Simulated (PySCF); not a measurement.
**Aluminium: a sound run and one with changed settings**

Sound run: Al [Ne] 3s2 3p1, Al⁺ [Ne] 3s2. Computed with PySCF 2.14 in cc-pVDZ-DK, with scalar relativity by spin-free X2C-1e. In the sound run the correlated levels freeze [Ne]. The sound run starts from symmetry-adapted Hartree-Fock orbitals and uses a fine grid where one is needed.

A second run was set up differently.

```
species   method  sound run (hartree)  changed run (hartree)  converged
     Al      MP2           -242.33898             -242.34333        yes
     Al  CCSD(T)           -242.35612             -242.36035        yes
    Al⁺      MP2           -242.12858             -242.13300        yes
    Al⁺  CCSD(T)           -242.14201             -242.14636        yes
```

Ionisation energy of Al:

```csv
method,sound run (eV),changed run (eV)
UHF,5.574,5.574
MP2,5.725,5.723
SCS-MP2,5.706,5.703
CCSD,5.808,5.805
CCSD(T),5.826,5.823
```

Q: What was changed?
A. all electrons correlated in a valence basis
B. too few SCF iterations
C. basis contracted for another Hamiltonian
D. a valence shell is frozen

A: A. A valence basis has no tight correlating functions, so it recovers only part of the core correlation, and not evenly between atom and ion.
